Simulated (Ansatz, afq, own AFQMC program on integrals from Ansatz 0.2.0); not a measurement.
AFQMC on a folder of integrals that Ansatz 0.2.0 wrote.

```yaml
crystal:
  periodic: [false, false, false]
  atoms:
    - {symbol: Al, position_ang: [-0.003858, 0.003868, 0.003840]}
    - {symbol: H, position_ang: [0.946165, 0.955185, 0.954397]}
    - {symbol: H, position_ang: [-0.957667, -0.943509, 0.954539]}
    - {symbol: H, position_ang: [-0.951307, 0.953810, -0.950653]}
    - {symbol: H, position_ang: [1.066075, -1.069040, -1.061063]}
basis:
  gaussian: {orbitals: "6-31++G**"}
total_charge: -1
magnetization: {spin_polarized: false}
correlation: {method: ccsd_t, electrons: outside_noble_gas, hamiltonian_folder: ham}
```

```sh
$ ansatz run in.yaml --threads 1 --pin off --events-out ev --progress --plain --max-ram 1382MiB
```

Options of the walk:

```
--method free --trial cid --walkers 20 --time-step 0.02 --max-blocks 120 --target-error 0.00068 --factor-cut 1e-05 --seed 7410 --times 0.0,0.2,0.4,0.8,1.2 --taylor-order 8
```

Times are imaginary, in 1/Eh. The walk had a cap of 249 s.

Output of the walk:

```
orbitals 42  electrons 4 4  factors 314 of 407
reference energy -244.21780487 Eh
CCSD correlation -0.12061117 Eh in 9 cycles, weight of the determinant in the CISD state 0.9272
repeat  energy at the last time / Eh  error
    10  -244.340079  0.000382
    20  -244.340607  0.000277
    30  -244.340396  0.000232
time / (1/Eh)  energy / Eh  error  mean overlap
  0.00  -244.338275  0.000098  1.0759
  0.20  -244.339023  0.000158  1.1071
  0.40  -244.339691  0.000147  1.1124
  0.80  -244.340207  0.000171  1.1200
  1.20  -244.340408  0.000224  1.1290
energy -244.340408 +/- 0.000224 Eh
```

The run passed its tests (error under three times the target), which doesn't prove that it has relaxed.

Against this walk (error 6.1 meV) on the same determinant: CCSD(T) 7.5 meV higher (within the noise), CCSDT(Q) 7.4 meV lower (within the noise). The error is statistical, and a free projection of finite length keeps a remainder of its start. The last points still move (meV from the last: 58 ± 3 at 0.00, 38 ± 4 at 0.20, 20 ± 4 at 0.40, 5 ± 5 at 0.80, 0 ± 6 at 1.20), but the last one has reached CCSDT(Q) within the noise or passed it, so little can be left to fall.

Cautions: remainder of the start not in the error; so few walkers bias the energy.

The walk took 7.1 s on 1 thread of Arm Neoverse V2, with other jobs on the host. The log's last line is the free-projection energy.

CCSDT and higher add their correlation energy to the determinant of the CCSD(T) run, since their own runs factorise the integrals more tightly (a shift of under 2 meV). A walk keeps the symmetry of its determinant, which the program's search chose and which needn't be the lowest solution, so a lower state of the same spin and another symmetry isn't excluded.
